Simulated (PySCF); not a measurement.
**3,3,3-trifluoropropene (C₃H₃F₃): core binding energies at several levels of theory**

Aim: compute the core binding energies of 3,3,3-trifluoropropene (C₃H₃F₃) (`C=CC(F)(F)F`) at several levels, and see how far they spread and what each costs.

The runs use PySCF 2.14.0, with density-fitted response routines of our own; the level of theory stands in each step. All values are computed, except where a source is named. Atoms count from 0, in the outputs and in this text.

**1. The starting structure**

9 atoms, charge 0, multiplicity 1; geometry from: PBE0-D3(BJ)/def2-SVP.

Bonds of the start (Å): C0–C1 1.33, C1–C2 1.49, C2–F3 1.33, C2–F4 1.34, C2–F5 1.34, C0–H6 1.09, C0–H7 1.09, C1–H8 1.09.

**2. Core holes by ΔSCF: SCAN, X2C**

The job: settings as JSON, then the geometry in Å.

```
{"job": {"kind": "xps"}, "charge": 0, "multiplicity": 1}
C      1.347092     0.436747    -0.053011
C      0.370873    -0.463855    -0.008711
C     -1.078130    -0.099373     0.032341
F     -1.276234     1.219865     0.007801
F     -1.731652    -0.626855    -1.008717
F     -1.661393    -0.575371     1.139102
H      2.395032     0.130099    -0.083737
H      1.128523     1.507566    -0.060772
H      0.563956    -1.540496    -0.001432
```

With the program's defaults for keys left out, this is: delta-SCF UKS SCAN, pcX-2 on the ionised atom, pcseg-1 elsewhere, spin-free X2C.

On the command line:

```console
> OMP_NUM_THREADS=1 python probes_run.py task.json out
```

One launch serves the whole session: the jobs run in the order shown.

What it wrote:

```text
ground state, core basis on atom 0 (C), 130 functions
  cycle   1  E = -415.64037772  |g| = 8.03e-01
  cycle   2  E = -415.45747526  |g| = 1.33e+00
  cycle   3  E = -415.75006038  |g| = 1.29e-01
  cycle   4  E = -415.75341180  |g| = 6.49e-02
  cycle   5  E = -415.75438647  |g| = 2.37e-02
  cycle   6  E = -415.75451873  |g| = 3.71e-03
  cycle   7  E = -415.75452111  |g| = 1.76e-03
  cycle   8  E = -415.75452187  |g| = 6.48e-04
  cycle   9  E = -415.75452077  |g| = 2.70e-04
  E(ground) = -415.74891658 Eh
hole in C 1s of atom 0
  cycle   1  E = -404.47414439  |g| = 1.50e+00
  cycle   2  E = -403.71176679  |g| = 1.85e+00
  cycle   3  E = -404.94213023  |g| = 4.86e-01
  cycle   4  E = -405.01273778  |g| = 2.82e-01
  cycle   5  E = -405.03895248  |g| = 8.43e-02
  cycle   6  E = -405.04118089  |g| = 2.86e-02
  cycle   7  E = -405.04150538  |g| = 1.00e-02
  cycle   8  E = -405.04158629  |g| = 5.54e-03
  cycle   9  E = -405.04162420  |g| = 3.02e-03
  cycle  10  E = -405.04164350  |g| = 3.00e-03
  cycle  11  E = -405.04165273  |g| = 8.07e-04
  cycle  12  E = -405.04165552  |g| = 2.90e-04
  E(ion) = -405.03650575 Eh   <S^2> = 0.8018   hole on atom = 1.000   binding energy = 291.500 eV
ground state, core basis on atom 1 (C), 130 functions
  cycle   1  E = -415.75585833  |g| = 6.29e-02
  cycle   2  E = -415.75504062  |g| = 6.34e-02
  cycle   3  E = -415.75571400  |g| = 3.82e-02
  cycle   4  E = -415.75609800  |g| = 6.10e-03
  cycle   5  E = -415.75610491  |g| = 1.04e-03
  cycle   6  E = -415.75610642  |g| = 2.63e-04
  E(ground) = -415.75088401 Eh
hole in C 1s of atom 1
  cycle   1  E = -404.47066644  |g| = 1.51e+00
  cycle   2  E = -403.70578298  |g| = 1.90e+00
  cycle   3  E = -404.92807412  |g| = 5.07e-01
  cycle   4  E = -405.00215860  |g| = 2.73e-01
  cycle   5  E = -405.03339874  |g| = 5.61e-02
  cycle   6  E = -405.03440720  |g| = 2.30e-02
  cycle   7  E = -405.03458841  |g| = 1.06e-02
  cycle   8  E = -405.03464526  |g| = 3.80e-03
  cycle   9  E = -405.03465962  |g| = 2.25e-03
  cycle  10  E = -405.03466622  |g| = 1.61e-03
  cycle  11  E = -405.03466894  |g| = 6.02e-04
  cycle  12  E = -405.03467000  |g| = 1.62e-04
  E(ion) = -405.03023754 Eh   <S^2> = 0.7895   hole on atom = 1.000   binding energy = 291.724 eV
ground state, core basis on atom 2 (C), 130 functions
  cycle   1  E = -415.76644209  |g| = 6.45e-02
  cycle   2  E = -415.76592707  |g| = 5.68e-02
  cycle   3  E = -415.76626107  |g| = 3.99e-02
  cycle   4  E = -415.76663772  |g| = 7.26e-03
  cycle   5  E = -415.76665154  |g| = 1.23e-03
  cycle   6  E = -415.76665164  |g| = 2.01e-04
  E(ground) = -415.75982838 Eh
hole in C 1s of atom 2
  cycle   1  E = -404.26895949  |g| = 1.50e+00
  cycle   2  E = -401.92183956  |g| = 2.78e+00
  cycle   3  E = -404.67628678  |g| = 5.05e-01
  cycle   4  E = -404.71747335  |g| = 4.16e-01
  cycle   5  E = -404.79005807  |g| = 1.37e-01
  cycle   6  E = -404.79686111  |g| = 4.13e-02
  cycle   7  E = -404.79758719  |g| = 1.49e-02
  cycle   8  E = -404.79766272  |g| = 4.86e-03
  cycle   9  E = -404.79767500  |g| = 1.21e-03
  cycle  10  E = -404.79767601  |g| = 7.87e-04
  cycle  11  E = -404.79767597  |g| = 6.48e-04
  cycle  12  E = -404.79767699  |g| = 1.51e-04
  E(ion) = -404.79421282 Eh   <S^2> = 0.7714   hole on atom = 1.000   binding energy = 298.390 eV
ground state, core basis on atom 3 (F), 130 functions
  cycle   1  E = -415.79711195  |g| = 1.19e-01
  cycle   2  E = -415.79660087  |g| = 7.30e-02
  cycle   3  E = -415.79664208  |g| = 6.91e-02
  cycle   4  E = -415.79733690  |g| = 8.56e-03
  cycle   5  E = -415.79735738  |g| = 1.32e-03
  cycle   6  E = -415.79735711  |g| = 4.50e-04
  E(ground) = -415.79364830 Eh
hole in F 1s of atom 3
  cycle   1  E = -389.40357125  |g| = 2.58e+00
  cycle   2  E = -389.19939466  |g| = 2.23e+00
  cycle   3  E = -390.17527959  |g| = 5.76e-01
  cycle   4  E = -390.22418898  |g| = 4.26e-01
  cycle   5  E = -390.28164916  |g| = 3.84e-02
  cycle   6  E = -390.28198324  |g| = 2.17e-02
  cycle   7  E = -390.28220877  |g| = 6.92e-03
  cycle   8  E = -390.28222657  |g| = 4.04e-03
  cycle   9  E = -390.28223520  |g| = 6.37e-04
  cycle  10  E = -390.28223554  |g| = 1.81e-04
  E(ion) = -390.28573299 Eh   <S^2> = 0.7570   hole on atom = 1.000   binding energy = 694.106 eV
```

It took 23 s on 1 thread of Intel Xeon Platinum 8375C at 2.90GHz, shared host; peak memory 0.46 GiB.

The holes in one table. −ε is the ground-state orbital energy:

| hole | stands for | environment | ΔSCF (eV) | −ε (eV) | ⟨S²⟩ |
| --- | --- | --- | --- | --- | --- |
| C1s on C0 | C0 | terminal =CH2 carbon | 291.50 | 274.6 | 0.802 |
| C1s on C1 | C1 | alkene CH | 291.72 | 274.7 | 0.790 |
| C1s on C2 | C2 | CF3 carbon | 298.39 | 280.5 | 0.771 |
| F1s on F3 | F3, F4, F5 | fluorine of a CF3 group | 694.11 | 667.8 | 0.757 |

Each hole run stands for the others of its class of like atoms.

**3. X-ray photoelectron lines: B3LYP, X2C**

Same as in step 2 but for these lines:

```diff
@@ -1,2 +1,2 @@
-{"job": {"kind": "xps"}, "charge": 0, "multiplicity": 1}
+{"job": {"kind": "xps", "xc": "B3LYP"}, "charge": 0, "multiplicity": 1}
 C      1.347092     0.436747    -0.053011
```

Method: delta-SCF UKS B3LYP, pcX-2 on the ionised atom, pcseg-1 elsewhere, spin-free X2C.

What it wrote:

```text
ground state, core basis on atom 0 (C), 130 functions
  cycle   1  E = -415.74880722  |g| = 8.38e-01
  cycle   2  E = -415.59534805  |g| = 1.29e+00
  cycle   3  E = -415.87282081  |g| = 9.62e-02
  cycle   4  E = -415.87445390  |g| = 5.22e-02
  cycle   5  E = -415.87508994  |g| = 1.52e-02
  cycle   6  E = -415.87514236  |g| = 1.99e-03
  cycle   7  E = -415.87514348  |g| = 3.89e-04
  E(ground) = -415.87507596 Eh
hole in C 1s of atom 0
  cycle   1  E = -404.59955684  |g| = 1.51e+00
  cycle   2  E = -404.04090299  |g| = 1.76e+00
  cycle   3  E = -405.09683527  |g| = 3.71e-01
  cycle   4  E = -405.14037925  |g| = 1.89e-01
  cycle   5  E = -405.15633050  |g| = 3.63e-02
  cycle   6  E = -405.15680829  |g| = 1.50e-02
  cycle   7  E = -405.15690623  |g| = 4.17e-03
  cycle   8  E = -405.15693759  |g| = 2.46e-03
  cycle   9  E = -405.15695418  |g| = 1.19e-03
  cycle  10  E = -405.15695886  |g| = 7.99e-04
  cycle  11  E = -405.15695916  |g| = 2.42e-04
  E(ion) = -405.15689615 Eh   <S^2> = 0.7750   hole on atom = 1.000   binding energy = 291.657 eV
ground state, core basis on atom 1 (C), 130 functions
  cycle   1  E = -415.87646771  |g| = 4.36e-02
  cycle   2  E = -415.87633611  |g| = 2.90e-02
  cycle   3  E = -415.87639168  |g| = 2.43e-02
  cycle   4  E = -415.87653750  |g| = 2.49e-03
  cycle   5  E = -415.87653765  |g| = 4.06e-04
  E(ground) = -415.87640347 Eh
hole in C 1s of atom 1
  cycle   1  E = -404.59628392  |g| = 1.52e+00
  cycle   2  E = -403.97694308  |g| = 1.83e+00
  cycle   3  E = -405.08461877  |g| = 4.03e-01
  cycle   4  E = -405.13336335  |g| = 2.07e-01
  cycle   5  E = -405.15085358  |g| = 3.57e-02
  cycle   6  E = -405.15132311  |g| = 1.26e-02
  cycle   7  E = -405.15139987  |g| = 4.10e-03
  cycle   8  E = -405.15142223  |g| = 2.11e-03
  cycle   9  E = -405.15143412  |g| = 1.05e-03
  cycle  10  E = -405.15143595  |g| = 7.66e-04
  cycle  11  E = -405.15143653  |g| = 2.30e-04
  E(ion) = -405.15131753 Eh   <S^2> = 0.7711   hole on atom = 1.000   binding energy = 291.844 eV
ground state, core basis on atom 2 (C), 130 functions
  cycle   1  E = -415.88537018  |g| = 5.51e-02
  cycle   2  E = -415.88520453  |g| = 5.03e-02
  cycle   3  E = -415.88559999  |g| = 1.48e-02
  cycle   4  E = -415.88563072  |g| = 4.47e-03
  cycle   5  E = -415.88563395  |g| = 9.41e-04
  cycle   6  E = -415.88563414  |g| = 1.83e-04
  E(ground) = -415.88543597 Eh
hole in C 1s of atom 2
  cycle   1  E = -404.39034984  |g| = 1.51e+00
  cycle   2  E = -402.89112351  |g| = 2.46e+00
  cycle   3  E = -404.84117131  |g| = 4.20e-01
  cycle   4  E = -404.88972799  |g| = 2.41e-01
  cycle   5  E = -404.91250499  |g| = 8.69e-02
  cycle   6  E = -404.91539557  |g| = 1.83e-02
  cycle   7  E = -404.91554973  |g| = 2.22e-03
  cycle   8  E = -404.91555464  |g| = 1.32e-03
  cycle   9  E = -404.91555646  |g| = 8.04e-04
  cycle  10  E = -404.91555643  |g| = 1.80e-04
  E(ion) = -404.91540984 Eh   <S^2> = 0.7612   hole on atom = 1.000   binding energy = 298.510 eV
ground state, core basis on atom 3 (F), 130 functions
  cycle   1  E = -415.92328596  |g| = 8.54e-02
  cycle   2  E = -415.92301106  |g| = 5.82e-02
  cycle   3  E = -415.92326681  |g| = 3.87e-02
  cycle   4  E = -415.92348200  |g| = 5.01e-03
  cycle   5  E = -415.92348916  |g| = 8.08e-04
  cycle   6  E = -415.92348829  |g| = 1.99e-04
  E(ground) = -415.92333062 Eh
hole in F 1s of atom 3
  cycle   1  E = -389.54071926  |g| = 2.60e+00
  cycle   2  E = -389.48742779  |g| = 2.16e+00
  cycle   3  E = -390.37231537  |g| = 4.30e-01
  cycle   4  E = -390.39252349  |g| = 3.28e-01
  cycle   5  E = -390.42652093  |g| = 2.08e-02
  cycle   6  E = -390.42663259  |g| = 1.01e-02
  cycle   7  E = -390.42668522  |g| = 2.53e-03
  cycle   8  E = -390.42668751  |g| = 1.21e-03
  cycle   9  E = -390.42668806  |g| = 2.67e-04
  E(ion) = -390.42659070 Eh   <S^2> = 0.7548   hole on atom = 1.000   binding energy = 693.802 eV
```

Run time: 28 s. Hardware: 1 thread of Intel Xeon Platinum 8375C at 2.90GHz, shared host; peak memory 0.49 GiB.

Binding energies by hole, beside the orbital energy of the ground state; the difference holds orbital relaxation and, for a density functional, its self-interaction error:

```csv
hole,stands for,environment,ΔSCF (eV),−ε (eV),⟨S²⟩
C1s on C0,C0,terminal =CH2 carbon,291.66,277.9,0.775
C1s on C1,C1,alkene CH,291.84,278.0,0.771
C1s on C2,C2,CF3 carbon,298.51,283.9,0.761
F1s on F3,"F3, F4, F5",fluorine of a CF3 group,693.80,673.2,0.755
```

Each hole run stands for the others of its class of like atoms.

**4. X-ray photoelectron lines: PBE0, X2C**

Same as in step 3 but for these lines:

```diff
@@ -1,2 +1,2 @@
-{"job": {"kind": "xps", "xc": "B3LYP"}, "charge": 0, "multiplicity": 1}
+{"job": {"kind": "xps", "xc": "PBE0"}, "charge": 0, "multiplicity": 1}
 C      1.347092     0.436747    -0.053011
```

With the program's defaults for keys left out, this is: delta-SCF UKS PBE0, pcX-2 on the ionised atom, pcseg-1 elsewhere, spin-free X2C.

What it wrote:

```text
ground state, core basis on atom 0 (C), 130 functions
  cycle   1  E = -415.33002625  |g| = 7.97e-01
  cycle   2  E = -415.22370220  |g| = 1.15e+00
  cycle   3  E = -415.44397315  |g| = 8.44e-02
  cycle   4  E = -415.44520841  |g| = 4.43e-02
  cycle   5  E = -415.44566901  |g| = 1.21e-02
  cycle   6  E = -415.44570213  |g| = 1.86e-03
  cycle   7  E = -415.44570202  |g| = 3.13e-04
  E(ground) = -415.44555979 Eh
hole in C 1s of atom 0
  cycle   1  E = -404.19062721  |g| = 1.51e+00
  cycle   2  E = -403.76637914  |g| = 1.64e+00
  cycle   3  E = -404.69165869  |g| = 3.56e-01
  cycle   4  E = -404.73457431  |g| = 1.67e-01
  cycle   5  E = -404.74742451  |g| = 3.20e-02
  cycle   6  E = -404.74784190  |g| = 1.34e-02
  cycle   7  E = -404.74795432  |g| = 4.82e-03
  cycle   8  E = -404.74801857  |g| = 3.08e-03
  cycle   9  E = -404.74805492  |g| = 1.48e-03
  cycle  10  E = -404.74806294  |g| = 5.61e-04
  cycle  11  E = -404.74806348  |g| = 2.88e-04
  E(ion) = -404.74791210 Eh   <S^2> = 0.7881   hole on atom = 1.000   binding energy = 291.098 eV
ground state, core basis on atom 1 (C), 130 functions
  cycle   1  E = -415.44776574  |g| = 6.01e-02
  cycle   2  E = -415.44761544  |g| = 3.15e-02
  cycle   3  E = -415.44761082  |g| = 3.17e-02
  cycle   4  E = -415.44785907  |g| = 1.54e-03
  cycle   5  E = -415.44785887  |g| = 2.87e-04
  E(ground) = -415.44761947 Eh
hole in C 1s of atom 1
  cycle   1  E = -404.18811448  |g| = 1.52e+00
  cycle   2  E = -403.70890022  |g| = 1.71e+00
  cycle   3  E = -404.68203240  |g| = 3.82e-01
  cycle   4  E = -404.72911872  |g| = 1.80e-01
  cycle   5  E = -404.74238979  |g| = 3.12e-02
  cycle   6  E = -404.74278906  |g| = 1.11e-02
  cycle   7  E = -404.74287043  |g| = 4.48e-03
  cycle   8  E = -404.74291148  |g| = 2.68e-03
  cycle   9  E = -404.74293546  |g| = 1.29e-03
  cycle  10  E = -404.74294058  |g| = 8.18e-04
  cycle  11  E = -404.74294098  |g| = 2.63e-04
  E(ion) = -404.74271936 Eh   <S^2> = 0.7811   hole on atom = 1.000   binding energy = 291.295 eV
ground state, core basis on atom 2 (C), 130 functions
  cycle   1  E = -415.45756874  |g| = 6.83e-02
  cycle   2  E = -415.45748951  |g| = 4.42e-02
  cycle   3  E = -415.45776334  |g| = 2.09e-02
  cycle   4  E = -415.45783318  |g| = 3.81e-03
  cycle   5  E = -415.45783394  |g| = 4.45e-04
  E(ground) = -415.45756059 Eh
hole in C 1s of atom 2
  cycle   1  E = -403.98564332  |g| = 1.51e+00
  cycle   2  E = -402.85041593  |g| = 2.24e+00
  cycle   3  E = -404.44172971  |g| = 4.10e-01
  cycle   4  E = -404.49193408  |g| = 1.94e-01
  cycle   5  E = -404.50623943  |g| = 6.88e-02
  cycle   6  E = -404.50815795  |g| = 1.62e-02
  cycle   7  E = -404.50827258  |g| = 2.97e-03
  cycle   8  E = -404.50828022  |g| = 1.99e-03
  cycle   9  E = -404.50828254  |g| = 8.27e-04
  cycle  10  E = -404.50828363  |g| = 3.55e-04
  E(ion) = -404.50805636 Eh   <S^2> = 0.7653   hole on atom = 1.000   binding energy = 297.951 eV
ground state, core basis on atom 3 (F), 130 functions
  cycle   1  E = -415.49446380  |g| = 1.12e-01
  cycle   2  E = -415.49423993  |g| = 5.44e-02
  cycle   3  E = -415.49430508  |g| = 4.93e-02
  cycle   4  E = -415.49467633  |g| = 4.53e-03
  cycle   5  E = -415.49468082  |g| = 8.31e-04
  cycle   6  E = -415.49468171  |g| = 1.51e-04
  E(ground) = -415.49450975 Eh
hole in F 1s of atom 3
  cycle   1  E = -389.12977054  |g| = 2.59e+00
  cycle   2  E = -389.18266170  |g| = 2.04e+00
  cycle   3  E = -389.97584083  |g| = 3.84e-01
  cycle   4  E = -389.99389325  |g| = 2.79e-01
  cycle   5  E = -390.01869595  |g| = 1.78e-02
  cycle   6  E = -390.01878383  |g| = 7.77e-03
  cycle   7  E = -390.01881370  |g| = 2.21e-03
  cycle   8  E = -390.01881572  |g| = 1.02e-03
  cycle   9  E = -390.01881639  |g| = 2.67e-04
  E(ion) = -390.01868528 Eh   <S^2> = 0.7554   hole on atom = 1.000   binding energy = 693.232 eV
```

Run time: 32 s. Hardware: 1 thread of Intel Xeon Platinum 8375C at 2.90GHz, shared host; peak memory 0.48 GiB.

The holes in one table. −ε is the ground-state orbital energy:

| hole | stands for | environment | ΔSCF (eV) | −ε (eV) | ⟨S²⟩ |
| --- | --- | --- | --- | --- | --- |
| C1s on C0 | C0 | terminal =CH2 carbon | 291.10 | 279.3 | 0.788 |
| C1s on C1 | C1 | alkene CH | 291.30 | 279.4 | 0.781 |
| C1s on C2 | C2 | CF3 carbon | 297.95 | 285.2 | 0.765 |
| F1s on F3 | F3, F4, F5 | fluorine of a CF3 group | 693.23 | 675.6 | 0.755 |

Each hole run stands for the others of its class of like atoms.

(Part 1 of 3 ends here.)
